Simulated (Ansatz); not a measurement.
Relaxation of C₂H₄F₂ (8 atoms, charge 0, multiplicity 1), to a largest force component of 0.015 eV/Å in at most 40 steps.

All numbers below come from RKS PBE0-D4/def2-SVP in Ansatz.

```xyz
8
Properties=species:S:1:pos:R:3
C 0.026 0.725 0.040
C -0.078 -0.740 -0.003
F -1.269 -1.078 0.469
F 0.812 -1.267 0.893
H 0.951 1.115 -0.351
H -0.156 1.158 1.047
H -0.768 1.199 -0.614
H 0.024 -1.147 -0.962
```

Question: Where does it end, and by what steps?

Answer: The run converged. After 4 steps the energy has fallen by 0.229 eV; C1 moved furthest, 0.06 Å.

```json
{"step": "0", "energy less start (eV)": "0.0000", "largest force component (eV/Å)": "2.974", "accepted": "yes"}
{"step": "1", "energy less start (eV)": "-0.2059", "largest force component (eV/Å)": "0.865", "accepted": "yes"}
{"step": "2", "energy less start (eV)": "-0.2281", "largest force component (eV/Å)": "0.168", "accepted": "yes"}
{"step": "3", "energy less start (eV)": "-0.2286", "largest force component (eV/Å)": "0.059", "accepted": "yes"}
{"step": "4", "energy less start (eV)": "-0.2288", "largest force component (eV/Å)": "0.002", "accepted": "yes"}
```

```xyz
8
Properties=species:S:1:pos:R:3
C 0.000 0.775 0.027
C -0.097 -0.722 0.029
F -1.312 -1.111 0.485
F 0.837 -1.249 0.855
H 0.989 1.091 -0.330
H -0.149 1.147 1.051
H -0.771 1.205 -0.627
H 0.046 -1.171 -0.971
```

Whether the end is a true minimum wasn't checked by a vibrational analysis.

Run time: 14 s on 1 thread of Arm Neoverse V1, on a shared host, peak memory 0.14 GiB.
